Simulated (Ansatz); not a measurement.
GeS (Pnma, No. 62) was calculated with G0W0@PBEsol in Ansatz (hard PAW, contour deformation, complete-basis limit).

Settings: largest k mesh 2×6×6 (not extrapolated in the mesh).

Cell (measured lattice):

GeS is taken in the orthorhombic space group Pnma (No. 62), Pearson symbol oP8. Cell: a = 10.4700 Å, b = 3.6410 Å, c = 4.2970 Å, α = β = γ = 90.00°. Ge on 4c is coordinated by 3 S at 2.441 Å (trigonal pyramidal). S on 4c sees 3 Ge at 2.441 Å (trigonal pyramidal). (Neighbours: up to the widest gap in distance over summed covalent radii, below 1.35, at either atom.)

Question: Predict the band gap.

Answer: 
band gap: 1.57 eV (indirect)

Measured, for comparison: band gap 1.65 eV (room temperature, not corrected to a static lattice, our sources range from 1.58 to 1.65; as tabulated in Setten et al. (2017), arXiv:1709.07349).

Note: filled d or f shells below the valence bands can shift G0W0 gaps through exchange with them, which wasn't tested here; cell and atoms aren't relaxed at this level; the gap holds a correction of +0.19 eV to the complete basis; the gap is lowered by 0.04 eV for band edges off the mesh, as the parent functional finds them.

Spin–orbit coupling is not included.

Ansatz is a quantum-chemistry and plane-wave program.
